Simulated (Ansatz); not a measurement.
K (model structure, started from the omega type, P6/mmm, No. 191, 3 atoms in the cell)

All values below come from PBEsol (Ansatz, a quantum-chemistry and plane-wave program, plane waves, PAW).

Settings: plane-wave cutoff 500 eV, 12×12×16 k mesh (along the axes of the cell as run), Fermi–Dirac smearing 0.1 eV, scalar-relativistic PAW data made under PBE.

Cell (relaxed at this level):

```yaml
crystal:
  lattice:
    - [7.45620, 0.00000, 0.00000]
    - [-3.72810, 6.45726, 0.00000]
    - [0.00000, 0.00000, 4.46245]
  atoms:
    - { symbol: K, position: [0.00000, 0.00000, 0.00000] }
    - { symbol: K, position: [0.33333, 0.66667, 0.50000] }
    - { symbol: K, position: [0.66667, 0.33333, 0.50000] }
```

For K (model structure, started from the omega type, P6/mmm, No. 191, 3 atoms in the cell), the band gap is none.

Note: the relaxation could raise the start's symmetry but not lower it, so the cell can be a saddle point.

The computed numbers hold no vibrational or temperature effects.

It cost roughly 4 core-minutes of CPU time.

A model structure was made by putting elements into a prototype or built by hand; it is no filed structure, need not be a known phase, and can be a saddle point held by its symmetry.
